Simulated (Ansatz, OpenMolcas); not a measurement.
AlNH3O (SMILES [NH2][Al][OH]): methods side by side

AlNH3O: 6 atoms, total charge 0, spin state doublet. SMILES: `[NH2][Al][OH]`. The shape is that of a PBE0-D4/def2-TZVP optimisation. This is one conformer, not always the lowest.

Quantity: the vertical ionisation energy (to the singlet cation), in eV. The values are calculated.

| level | kind | program | value (eV) | CPU time (all runs) |
| --- | --- | --- | --- | --- |
| USVWN5/def2-SVPD | LDA | Ansatz | 7.95 | 9.4 s |
| UPBE/def2-SVPD | GGA | Ansatz | 7.91 | 13 s |
| U-r2SCAN/def2-SVPD | meta-GGA | OpenMolcas | 8.04 | 1.9 min |
| UM06-L/def2-SVPD | meta-GGA | OpenMolcas | 7.85 | 2.1 min |
| UB3LYP/def2-SVPD | global hybrid | Ansatz | 8.06 | 16 s |
| U-wB97M-V/def2-SVPD | range-separated hybrid | Ansatz | 7.84 | 2.4 min |
| UB2PLYP/def2-SVPD | double hybrid | Ansatz | 7.90 | 22 s |
| RPA@PBE/def2-SVPD | RPA | Ansatz | 8.07 | 22 s |
| UCCSD/def2-SVPD | coupled cluster or CI | Ansatz | 7.90 | 46 s |

The values span 7.84 to 8.07 eV. Times are those of the runs behind each value, whatever else they computed, on shared processors of several kinds: orders of magnitude only.
